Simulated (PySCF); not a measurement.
# C5H7F: the cost of one run

Programs: PySCF 2.14.0, with density-fitted response routines of our own. Each step states its level of theory. These are calculated values for one molecule in the gas phase, unless marked as measured. Atoms are numbered from 0 throughout.

## (1) The starting structure

13 atoms, charge 0, multiplicity 1; geometry from: GFN2-xTB. The atoms were then displaced at random by about 0.01 Å, so the start is not that level's minimum.

Bonds of the start (Å): C0–C1 1.50, C1–C2 1.31, C2–C3 1.48, C3–C4 1.54, C4–F5 1.37, C3–C1 1.47, C0–H6 1.07, C0–H7 1.09, C0–H8 1.10, C2–H9 1.06, C3–H10 1.08, C4–H11 1.08, C4–H12 1.10.

## (2) Optimising the geometry at PBE0-D3(BJ)/def2-SVP

The job: settings as JSON, then the geometry in Å.

```
{"job": {"xc": "PBE0", "basis": "def2-SVP", "d3": "d3bj", "grid": 1, "shake": 0.01, "kind": "geom"}, "charge": 0, "multiplicity": 1}
C      1.980750    -0.184190     0.219710
C      0.663280     0.474230    -0.039490
C     -0.186720     1.470900    -0.001160
C     -0.660970     0.215060    -0.623920
C     -1.681980    -0.660140     0.116400
F     -1.400510    -1.988780    -0.068210
H      1.826310    -1.047840     0.832710
H      2.417400    -0.475980    -0.732430
H      2.639970     0.531340     0.736500
H     -0.420450     2.471390     0.264960
H     -0.817320     0.151890    -1.691650
H     -2.699650    -0.506370    -0.220980
H     -1.654300    -0.468390     1.197250
```

Started as:

```sh
$ OMP_NUM_THREADS=1 python probes_run.py task.json out
```

The driver reads the jobs from task.json and runs them one after another.

**Question.** How long does this first job take on 1 thread of Arm Neoverse V1, shared host, and how much memory does it need?

About 66 s, with a peak of 0.5 GiB.
